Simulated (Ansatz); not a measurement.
Two shapes of singlet CH₂.

Shape 1:

```xyz
3

C     0.0429    0.0231   -0.1909
H    -0.0360    0.8966    0.5370
H     0.0445   -0.8464    0.5222
```

Shape 2:

```xyz
3

C     0.0000    0.0000   -0.1653
H     0.0000    0.7929    0.4958
H     0.0000   -0.7929    0.4958
```

Basis set: cc-pVDZ (spherical functions). Correlated methods keep 1 orbital frozen. Charge 0, multiplicity 1.

Computed with Ansatz (development build ahead of 0.2.0); each method stands on the lowest determinant of its kind that the runs found.

(1) Which shape is lower in energy, and by how much in each method?

Results:

(1)

```tsv
method	E(2) − E(1) (eV)
RHF	0.209
RHF-MP2	0.294
```

Shape 1 is lower. Caution: in another basis set an unrestricted determinant lies well below; another spin multiplicity may lie lower.
